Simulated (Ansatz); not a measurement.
How far each method lies from UCCSDT(Q) for H₂C–SH, doublet

Geometry: a PBE0/def2-TZVP stationary point for this spin, not checked as a minimum.

```xyz
5

C     0.0000    0.0496    1.1796
S     0.0000   -0.0617   -0.5242
H     0.0000    0.9990    1.6902
H     0.0000   -0.8792    1.7290
H     0.0000    1.2516   -0.7998
```

Basis cc-pVDZ; Ansatz 0.2.0. Only valence electrons are correlated (noble-gas cores frozen), which leaves 13 electrons in 41 orbitals. R marks a restricted (for open shells ROHF) determinant, U an unrestricted one. Active spaces: valence = (13e, 11o) chosen from the atoms' valence shells.

Full CI isn't at hand for all of this; UCCSDT(Q) serves as the reference, and is uncertain by the last step of the cluster series or more. The frozen core follows each run's orbitals, which can shift R against U totals by a few meV.

For open shells CISD is restricted-active-space CI with the open shells as a complete middle space.

The UHF ⟨S²⟩ is 0.766 and the T1 diagnostic (RCCSD) is 0.0224. The largest doubles amplitude (RCCSD) is 0.032 and the T1 diagnostic (UCCSD) is 0.0182.

```csv
level,E − E(UCCSDT(Q)) (kJ/mol),share of correlation (%),wall time
RHF,801.9,0.00,–
UHF,787.8,1.76,–
RMP2,113.1,85.90,–
UMP2,115.1,85.64,–
CISD,90.7,88.69,4.1 s
RCCSD,24.2,96.99,–
UCCSD,23.9,97.03,–
RCCSD(T),3.5,99.57,1.4 s
UCCSD(T),3.5,99.56,1.3 s
BCCD(T),3.4,99.58,1.7 s
RCCSDT,1.4,99.82,–
UCCSDT,1.4,99.83,–
RCCSDT(Q),0.1,99.99,39 s
CASSCF (valence space),579.5,27.74,–
NEVPT2 (valence space),123.9,84.54,12 s
```

The correlation energy at UCCSDT(Q), counted from RHF, is -8.311 eV. That run took 32 s on 1 thread of Intel Xeon, shared host.

Times hold each run's SCF and search for its determinant on a shared host, so for small cases they say little of a method's own cost; they ran on 1 thread of Intel Xeon.

Natural occupations of CASSCF (valence space) about the gap: 1.981 1.979 1.975 1.971 1.007 0.033 0.026 0.021 0.020; effectively unpaired electrons, Σ n²(2−n)², 1.02.

Atomization energy (electronic, same basis, no zero-point term; atoms at the same level, unrestricted beside the R rows where the molecule is a closed shell, with restricted open-shell steps beyond CCSDT(Q)) at UCCSDT(Q): 1413.3 kJ/mol. Errors of other levels:

| level | error (kJ/mol) |
| --- | --- |
| RHF | -312.6 |
| UHF | -319.7 |
| RMP2 | -2.1 |
| UMP2 | -3.0 |
| CISD | -75.6 |
| RCCSD | -16.4 |
| UCCSD | -16.6 |
| RCCSD(T) | -1.5 |
| UCCSD(T) | -1.7 |
| BCCD(T) | -1.4 |
| RCCSDT | -1.0 |
| UCCSDT | -1.0 |
| RCCSDT(Q) | 0.0 |
| CASSCF (valence space) | -139.0 |
| NEVPT2 (valence space) | -19.2 |

This basis is far from its limit, so the value isn't to be set against a measured one. Truncated CI isn't size-consistent, which counts against it in atomization.
